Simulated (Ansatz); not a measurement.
Two isomers of C2H5NS: A = `CC(N)=S`, B = `C=C(N)S`.

Program: Ansatz. Geometries: PBE0-D4/def2-TZVP. ΔE: electronic, gas phase. CCSD(T)/CBS is the MP2 limit (def2-TZVPP, def2-QZVPP) plus CCSD(T) − MP2 in def2-TZVPP, frozen cores. DFT in def2-TZVPP. One conformer a species, not always the lowest.

Which isomer does CCSD(T)/CBS put lower? Give the gap. (An estimate is asked.)

Ansatz gave: A, by 74.3 kJ/mol.

Give E(B) − E(A) in kJ/mol with PBE0-D4, PBE-D4, LDA (SPW92), BLYP-D4, B2PLYP, CCSD(T)/def2-TZVPP, CCSD/def2-TZVPP. (Estimate.)

The calculation gave: PBE0-D4 78.9, PBE-D4 78.4, LDA (SPW92) 78.6, BLYP-D4 76.6, B2PLYP 79.3, CCSD(T)/def2-TZVPP 74.2, CCSD/def2-TZVPP 72.8. None reverses the order clearly.

Does the order hold for the free energy at 298.15 K (harmonic terms from PBE0-D4)? (Estimate.)

The calculation gave: Yes: G(B) − G(A) = +69.8 kJ/mol, for one conformer each. Modes under 60 cm⁻¹, often nearly free rotors, make the harmonic entropy too high.

Largest T1 diagnostic: 0.016.

At CCSD(T), def2-SVP lies +5.9 kJ/mol from the extrapolated value and def2-TZVPP −0.1 kJ/mol. Leaving LDA and LC-ωPBE aside and taking each functional with its dispersion term where it has one, the values, not all of them listed here, spread over 4.7 kJ/mol, from ωB97M-V to r2SCAN-D4.
